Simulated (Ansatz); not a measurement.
The input, for Ansatz 0.2.0:

```yaml
crystal:
  periodic: [false, false, false]
  atoms:
    - {symbol: N, position_ang: [-0.240283, 0.000000, 0.583413]}
    - {symbol: Li, position_ang: [0.469220, 0.000000, -1.403615]}
    - {symbol: H, position_ang: [0.107861, 0.000000, 1.558422]}
basis:
  gaussian: {orbitals: 6-31G}
magnetization: {spin_polarized: false, initial_magnetization: 3}
correlation: {method: ccsdtq, electrons: outside_noble_gas}
```

```sh
$ ansatz run in.yaml --threads 1 --pin off --events-out ev --progress --plain --max-ram 2393MiB
```

Log:

```
438 factors; integrals over basis functions are off by at most 2.0e-7 eV
mean field evaluation 1: about -1696.7978 eV, gradient 9.2e0 eV
mean field evaluation 2: about -1696.8066 eV, gradient 9.2e0 eV
mean field evaluation 4: about -1697.3052 eV, gradient 9.2e-1 eV
mean field evaluation 8: about -1697.3158 eV, gradient 5.5e-3 eV
mean field evaluation 16: about -1697.3032 eV, gradient 2.8e-1 eV
mean field evaluation 32: about -1695.6707 eV, gradient 5.8e-1 eV
mean field evaluation 64: about -1695.7071 eV, gradient 1.9e-3 eV
mean field -1697.31582237 eV, -62.3752059902 hartree, gradient 2.9e-6 eV, S^2 3.750000; 2 other end points of the search recorded, 0 dependent functions left out
mean field evaluation 96: about -1691.3542 eV, gradient 2.3e-1 eV
mean field evaluation 128: about -1693.1489 eV, gradient 2.6e-4 eV
determinant -1697.31582237 eV, -62.3752059902 hartree, with singles and doubles -1699.36438205 eV, -62.4504891698 hartree
determinant -1695.70706067 eV, -62.3160850882 hartree, with singles and doubles -1697.77330790 eV, -62.3920182732 hartree
determinant -1695.66151278 eV, -62.3144112342 hartree, with singles and doubles -1697.73722954 eV, -62.3906924181 hartree
2 core orbitals not correlated: weight in the atoms' cores, before any rotation towards them, 1.000 or more for the frozen orbitals, at most 0.000 for the correlated occupied ones
reference -1697.31582237 eV, -62.3752059902 hartree; 5, 2 occupied and 13, 16 virtual orbitals, 438 factors
second order -1.59039406 eV of doubles, -0.07148321 eV of singles
cycle   1  -1.93349662 eV  change   -2.7e-1 eV  update   4.0e-2
cycle   2  -2.06757101 eV  change   -1.3e-1 eV  update   1.8e-2
cycle   3  -2.08742744 eV  change   -2.0e-2 eV  update   8.2e-3
cycle   4  -2.09088698 eV  change   -3.5e-3 eV  update   4.6e-3
cycle   5  -2.09171097 eV  change   -8.2e-4 eV  update   1.9e-3
cycle   6  -2.09216170 eV  change   -4.5e-4 eV  update   9.8e-4
cycle   7  -2.09228795 eV  change   -1.3e-4 eV  update   4.5e-4
cycle   8  -2.09225863 eV  change    2.9e-5 eV  update   2.4e-4
cycle   9  -2.09222116 eV  change    3.7e-5 eV  update   1.3e-4
cycle  10  -2.09221620 eV  change    5.0e-6 eV  update   8.1e-5
cycle  11  -2.09221528 eV  change    9.2e-7 eV  update   5.2e-5
cycle  12  -2.09221691 eV  change   -1.6e-6 eV  update   3.7e-5
cycle  13  -2.09221745 eV  change   -5.3e-7 eV  update   2.1e-5
cycle  14  -2.09221635 eV  change    1.1e-6 eV  update   1.1e-5
cycle  15  -2.09221600 eV  change    3.4e-7 eV  update   5.3e-6
cycle  16  -2.09221583 eV  change    1.8e-7 eV  update   3.4e-6
cycle  17  -2.09221580 eV  change    2.6e-8 eV  update   2.0e-6
cycle  18  -2.09221588 eV  change   -7.7e-8 eV  update   1.2e-6
cycle  19  -2.09221594 eV  change   -5.9e-8 eV  update   8.9e-7
cycle  20  -2.09221598 eV  change   -4.8e-8 eV  update   6.3e-7
Total energy: -1699.40803836 eV, -62.4520935094 hartree
```

For the same geometry and basis full CI lies 0.1 meV higher.

Ran on 1 thread of AMD EPYC 9B45, shared host: 8 s wall, 0.17 GiB peak host memory.
